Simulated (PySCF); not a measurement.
# UB2PLYP/STO-6G run of SiH2F (SMILES F[SiH2])

Aim: the energy change on altering one bond length of SiH2F at UB2PLYP/STO-6G, from 2 runs. The job is set up through a Python script.

The results are computed with PySCF 2.14.0.

10 further runs of the same task are left out: 10 set aside as unsound or not needed.

**1. The molecule**

SiH2F: 4 atoms, total charge 0, spin state doublet. As SMILES, `F[SiH2]`. Geometry: relaxed at GFN2-xTB.

Bond lengths: F1–Si2 1.621 Å, Si2–H3 1.448 Å, Si2–H4 1.448 Å. Angles: F1–Si2–H3 104.7°, F1–Si2–H4 104.7°, H3–Si2–H4 120.2°.

**2. The energy at UB2PLYP/STO-6G**

Contents of job.py:

```python
from pyscf import gto, dft, mp

molecule = gto.M(
    atom='''
F      2.278235     1.223673    -0.804097
Si    -0.230830    -0.500626    -0.466517
H     -2.305334     1.282217    -0.494428
H      0.257929    -2.005264     1.765042
''',
    max_memory=1860,
    verbose=3,
    unit='bohr',
    basis='sto-6g',
    spin=1,
)

myscf = dft.UKS(molecule)
myscf.xc = '0.53*HF + 0.47*B88, 0.73*LYP'
myscf.conv_tol = 1e-10
myscf.grids.level = 5
myscf.kernel()
if not myscf.converged:
    myscf = myscf.newton().run(myscf.mo_coeff, myscf.mo_occ)

pt = mp.MP2(myscf, frozen=6).run()
e_final = myscf.e_tot + 0.27 * pt.e_corr
print('PT2 part  %.8f' % (0.27 * pt.e_corr))
print(f'total energy: {e_final:.8f} hartree')
```

Launch:

```
OMP_NUM_THREADS=1 python job.py
```

Log:

```text
WARN: HOMO -0.0865964432548291 >= LUMO -0.08659644325483

converged SCF energy = -388.618844575389  <S^2> = 0.75102646  2S+1 = 2.0010262
E(UMP2) = -388.685684813564  E_corr = -0.0668402381744121
E(SCS-UMP2) = -388.690974306858  E_corr = -0.0721297314689736
PT2 part  -0.01804686
total energy: -388.63689144 hartree
```

Run time: 6.6 s. Hardware: 1 thread of Arm Neoverse N1, shared host; peak memory 0.19 GiB.

**3. The distorted shape, same level**

Contents of run.py:

```python
from pyscf import gto, dft, mp

molecule = gto.M(
    atom='''
F      1.398469     3.932019    -4.820899
Si    -1.110596     2.207720    -4.483319
H     -3.185099     3.990563    -4.511230
H      0.257929    -2.005264     1.765042
''',
    charge=0,
    verbose=3,
    basis='sto-6g',
    spin=1,
    unit='bohr',
    max_memory=1860,
)

calc0 = dft.UKS(molecule)
calc0.xc = '0.53*HF + 0.47*B88, 0.73*LYP'
calc0.grids.level = 5
calc0.conv_tol = 1e-10
calc0.kernel()
if not calc0.converged:
    calc0 = calc0.newton().run(calc0.mo_coeff, calc0.mo_occ)

pt = mp.MP2(calc0, frozen=6).run()
energy = calc0.e_tot + 0.27 * pt.e_corr
print('PT2 part  %.8f' % (0.27 * pt.e_corr))
print('Final energy', energy)
```

Launch:

```
OMP_NUM_THREADS=1 python run.py
```

Log:

```text
converged SCF energy = -388.489808997802  <S^2> = 0.7500236  2S+1 = 2.0000236
E(UMP2) = -388.571017655283  E_corr = -0.081208657480392
E(SCS-UMP2) = -388.575217176166  E_corr = -0.0854081783640782
PT2 part  -0.02192634
Final energy -388.51173533532204
```

Run time: 6.3 s. Hardware: 1 thread of Arm Neoverse N1, shared host; peak memory 0.19 GiB.

**4. Outcome**

At UB2PLYP/STO-6G, 6 core orbitals frozen:

| quantity | value |
| --- | --- |
| first shape: total energy | -388.63689 Eh |
| first shape: dipole moment (SCF part) | 1.16 D |
| first shape: HOMO energy (SCF part's orbitals) (highest over α and β) | -4.05 eV |
| first shape: LUMO energy (SCF part's orbitals) (lowest over α and β) | 3.10 eV |
| first shape: ⟨S²⟩ | 0.751 |
| distorted shape: total energy | -388.51174 Eh |
| distorted shape: dipole moment (SCF part) | 0.34 D |
| distorted shape: HOMO energy (SCF part's orbitals) (highest over α and β) | -4.06 eV |
| distorted shape: LUMO energy (SCF part's orbitals) (lowest over α and β) | 3.64 eV |
| distorted shape: ⟨S²⟩ | 0.750 |
| energy change with the Si2–H4 bond stretched from 1.448 to 4.053 Å | 3.406 eV |

In words: With the Si2–H4 bond stretched from 1.448 to 4.053 Å the energy rises by 3.41 eV (79 kcal/mol). The first shape isn't relaxed at this level, so the change isn't measured from a minimum. The minimal basis adds a large error of its own.
